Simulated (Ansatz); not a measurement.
Input for Ansatz (development build ahead of 0.2.0):

```yaml
crystal:
  periodic: [false, false, false]
  atoms:
    - { symbol: C, position_ang: [0.0, 0.0, 0.0] }
    - { symbol: F, position_ang: [0.0, 0.0, 1.2084] }
basis:
  gaussian: { orbitals: def2-SVP }
magnetization:
  initial_magnetization: 1
hamiltonian:
  xc: hf
correlation:
  method: mp2
  frozen_orbitals: { C: 1, F: 1 }
scf:
  omitted_lower_state_checks: [starts, atomic_configurations, cluster_reference, orbital_swaps, given_window_search, neighbouring_geometries, increment]
```

The input is written out in the form of the current development build from the run's settings. Correlation on restricted open-shell orbitals is semicanonical, with singles.

The run gave:

```
Converged                                                          : yes
Reference energy                                                   : -137.05118 hartree
Correlation energy                                                 : -0.26912 hartree
Total energy                                                       : -137.32030 hartree
Spin squared of the determinant                                    : 0.750
Stability test                                                     : minimum among restricted orbitals
Occupied orbitals by symmetry in an Abelian subgroup (alpha; beta) : 5 A1 2 B1 1 B2; 5 A1 1 B1 1 B2
```

Messages of the program:
```
mean field -3729.35255088 eV, -137.0511783988 hartree, gradient 9.9e-7 eV, S^2 0.750000; 0 other ends of a descent, 0 dependent functions left out
```
